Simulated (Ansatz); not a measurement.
Trigonal Se was calculated with LDA (PAW; Ansatz, a program for electronic structure).

Settings: plane-wave cutoff 500 eV, 12×12×8 k mesh (along the axes of the cell as run), gaussian smearing 0.02 eV, scalar-relativistic PAW data made under PBE.

Computed at the level's own relaxed cell.

**Question.** Give the computed equilibrium volume per atom, lattice constant a, lattice parameter c and band gap.

**Answer.** 
equilibrium volume per atom: 23.01 Å³/atom
lattice constant a: 3.946 Å
lattice parameter c: 5.121 Å
band gap: 0.28 eV (on the SCF k mesh)

Measured, for comparison: lattice constant a 4.365 Å, lattice parameter c 4.958 Å (293 K, no zero-point or thermal correction; as tabulated in Wikipedia's data pages). Computed (rounded) less measured: lattice constant a -9.6 %, lattice parameter c +3.3 %.

Spin–orbit coupling is not included.

Static lattice: no zero-point or thermal effects.

The result took about 90 core-seconds (a rough figure).
